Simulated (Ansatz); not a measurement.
## Worked example: correlation energy of H$_{3}$Ge–BH$_{2}$, triplet

Geometry: displaced at random from a stationary point.

```yaml
atoms:
  - { symbol: Ge, position_ang: [-0.0076, 0.0014, 0.3095] }
  - { symbol: B, position_ang: [0.1345, -0.0147, -1.9024] }
  - { symbol: H, position_ang: [0.7587, -1.2375, 0.6994] }
  - { symbol: H, position_ang: [0.6559, 1.2638, 0.7292] }
  - { symbol: H, position_ang: [-1.5840, -0.0021, 0.6557] }
  - { symbol: H, position_ang: [-0.3868, -1.1121, -1.9954] }
  - { symbol: H, position_ang: [-0.3410, 1.1454, -1.9879] }
```

Basis cc-pVDZ; Ansatz 0.2.0. Correlated methods freeze the noble-gas cores and the filled d shells of p-block atoms, which leaves 12 electrons in 51 orbitals. Prefix R: restricted or restricted open-shell reference; prefix U: unrestricted. No spin–orbit coupling is included, and no scalar relativity.

Full CI isn't at hand for all of this; UCCSDT(Q) serves as the reference, and is uncertain by the last step of the cluster series or more.

UCCSD has a T1 diagnostic of 0.013 and a largest doubles amplitude of 0.03.

Runs differ by some tens of microhartree through their thresholds and, for an open shell, their frozen cores, so steps under 0.03 kcal/mol mean nothing.

| level | total energy (hartree) |
| --- | --- |
| UHF | -2102.787433 |
| UMP2 | -2102.962302 |
| UCCSD | -2103.006659 |
| UCCSD(T) | -2103.011554 |
| UCCSDT | -2103.012719 |
| UCCSDT(Q) | -2103.012886 |

Q: What is the correlation energy at UCCSDT(Q), and what share of it do UMP2 and UCCSD(T) recover?

A: E(corr) = -2103.012886 − (-2102.787433) = -0.225453 hartree = -6.135 eV. UMP2: -0.174869 / -0.225453 = 77.56 %. UCCSD(T): -0.224121 / -0.225453 = 99.41 %.

Q: By how many kcal/mol does UCCSD(T) miss UCCSDT(Q) (1 hartree = 627.509 kcal/mol), and which steps make up the rest?

A: -2103.011554 − (-2103.012886) = 0.001332 hartree = 0.84 kcal/mol. Steps: UCCSDT − UCCSD(T) = -0.73, UCCSDT(Q) − UCCSDT = -0.10 kcal/mol. Differences between like states or geometries often cancel part of this.
